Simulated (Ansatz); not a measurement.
A made-up structure of B2H5O (charge +1), singlet:

```csv
atom,x (Å),y (Å),z (Å)
B1,-0.7344,-1.2458,0.2714
O2,0.4721,-0.1616,0.1556
B3,0.3778,1.3679,-0.3890
H4,-0.3620,-2.4193,0.7530
H5,-1.9044,-0.7883,-0.1339
H6,1.4584,-0.4991,0.4808
H7,1.5273,2.0205,-0.3688
H8,-0.8346,1.7257,-0.7691
```

It is relaxed with PBE-D4/def2-SVP and then PBE0-D4/def2-TZVP (Ansatz 0.2.0). Atoms count as bonded within 1.22 times the sum of their covalent radii (H–H: 0.88 Å). The end point is not checked to be a true minimum.

Question: Does its bonding change? (Judge from chemistry; the calculation decides.)

Answer: By the calculation: No: no bond forms or breaks.

Where it ends: The first stage lowers the energy by 1.30 eV in 5 steps. It ends as B₂H₅O ([BH2][OH][BH2]), total charge +1:
```
8
angstrom
B -0.6558 -1.1124 0.2423
O 0.4213 -0.1442 0.1389
B 0.3373 1.2214 -0.3474
H -0.3227 -2.1600 0.6723
H -1.7005 -0.7039 -0.1196
H 1.3018 -0.4455 0.4292
H 1.3639 1.8036 -0.3291
H -0.7453 1.5409 -0.6867
```

Labels in which every atom is bracketed show which atoms are joined, not bond orders.

For scale, one of the runs: PBE0-D4/def2-TZVP relaxation, 123 basis functions, launched by `ansatz run in.yaml --threads 2 --pin off --events-out ev --progress --plain --max-ram 4352MiB`. The run took about 8.5 s on 2 CPU threads of an Arm Neoverse V1 (shared host).
